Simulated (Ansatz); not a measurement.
C4H8O can be A, `CC1(C)CO1`, or B, `CC1CCO1`.

Program: Ansatz. Geometries: PBE0-D4/def2-TZVP. ΔE: electronic, gas phase. CCSD(T)/CBS adds triple-zeta CCSD(T) − MP2 to the extrapolated MP2 energy (def2 sets, frozen cores). DFT in def2-TZVPP. B3LYP here is the variant with VWN-RPA as its local correlation; programs differ in this.

A:

Z-matrix (Å, degrees):
```
C
C 1 1.502
H 1 1.093 2 110.7
H 1 1.091 2 110.7 3 120.7
H 1 1.093 2 110.3 3 -119.4
C 2 1.501 1 116.0 3 61.1
C 2 1.461 1 119.7 3 -94.8
O 2 1.427 1 114.7 3 -161.6
H 6 1.091 2 110.7 1 178.2
H 6 1.093 2 110.8 1 -61.1
H 6 1.093 2 110.3 1 58.3
H 7 1.088 2 119.6 1 153.9
H 7 1.088 2 119.6 1 1.1
```

B:

Z-matrix (Å, degrees):
```
C
C 1 1.502
H 1 1.093 2 110.6
H 1 1.092 2 110.6 3 120.1
H 1 1.094 2 110.3 3 -119.6
C 2 1.534 1 118.9 3 -167.6
O 2 1.442 1 112.8 3 -62.8
H 2 1.099 1 110.2 3 60.4
C 6 1.528 2 84.4 1 125.6
H 6 1.089 2 117.0 1 -116.8
H 6 1.091 2 113.1 1 11.9
H 9 1.093 6 117.2 2 -124.5
H 9 1.096 6 114.4 2 106.0
```

Task: Which is lower in electronic energy at CCSD(T)/CBS, and by how much? (Estimate.)

Result: Ansatz gave: A, by 2.0 kcal/mol.

Task: Give E(B) − E(A) in kcal/mol with CCSD/def2-TZVPP, r2SCAN-D4, PBE-D4, B2PLYP, MP2/def2-TZVPP, B3LYP-D4, ωB97M-V. (Estimate.)

Result: Ansatz gave: CCSD/def2-TZVPP 1.2, r2SCAN-D4 3.7, PBE-D4 2.8, B2PLYP 2.3, MP2/def2-TZVPP 3.2, B3LYP-D4 2.1, ωB97M-V 1.6. None reverses the order clearly.

Largest T1 diagnostic: 0.010.

In def2-TZVPP, CCSD(T) changes the Hartree–Fock value by +1.5 kcal/mol (the triples alone add +0.5 kcal/mol) and MP2 by +2.9 kcal/mol. From PBE to PBE0 (25 % exact exchange), in def2-TZVPP and without D4, E(B) − E(A) moves by −0.9 kcal/mol.
